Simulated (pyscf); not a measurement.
`[SiH4]` + `[F][F]` → `[F][SiH3]` + `[FH]`, a four-centre exchange (singlet surface; H–Si, F–F broken, F–Si, F–H formed). Structures and frequencies: ωB97X-D3(BJ)/def2-SVP in PySCF. Energies in eV from the separated reactants.

Small-basis levels: PySCF, no dispersion term, spherical d functions. AM1 to PM7: differences of heats of formation from MOPAC, which are fitted to 298 K values and so differ in kind from electronic energies by zero-point and thermal terms. Cost: rough CPU time at the saddle relative to B3LYP/6-31G*, from one job on a shared machine.

```json
[
 {"level": "HF/STO-3G", "barrier": "6.00", "reaction energy": "-2.02", "cost": "0.06"},
 {"level": "HF/3-21G", "barrier": "2.95", "reaction energy": "-5.53", "cost": "0.07"},
 {"level": "MP2/6-31G*", "barrier": "?", "reaction energy": "-6.59", "cost": "0.10"},
 {"level": "BP86/6-31G*", "barrier": "0.09", "reaction energy": "-5.65", "cost": "2"},
 {"level": "B3LYP/STO-3G", "barrier": "?", "reaction energy": "-1.42", "cost": "1"},
 {"level": "B3LYP/3-21G", "barrier": "0.69", "reaction energy": "-4.74", "cost": "1"},
 {"level": "B3LYP/6-31G*", "barrier": "0.59", "reaction energy": "-5.95", "cost": "1"},
 {"level": "B3LYP/def2-SVP", "barrier": "0.53", "reaction energy": "-6.22", "cost": "1"},
 {"level": "PM7", "barrier": "0.96", "reaction energy": "-6.57", "cost": "under 0.02"},
 {"level": "ωB97M-D3(BJ)/def2-TZVP", "barrier": "?", "reaction energy": "-6.74", "cost": "–"}
]
```

Q: What belongs in the gaps?

A: 
- MP2/6-31G*, barrier: 0.47
- B3LYP/STO-3G, barrier: 3.01
- ωB97M-D3(BJ)/def2-TZVP, barrier: 0.79

Against the last row the barrier runs from -0.70 (BP86/6-31G*) to +5.21 eV (HF/STO-3G). ωB97M-D3(BJ)/def2-TZVP has limits of its own. At the saddle there is also a short F–Si contact that neither side keeps. One saddle was located; it need not be the lowest between these sides. One closed-shell reference is unstable to symmetry breaking; treat the single-reference values with care.
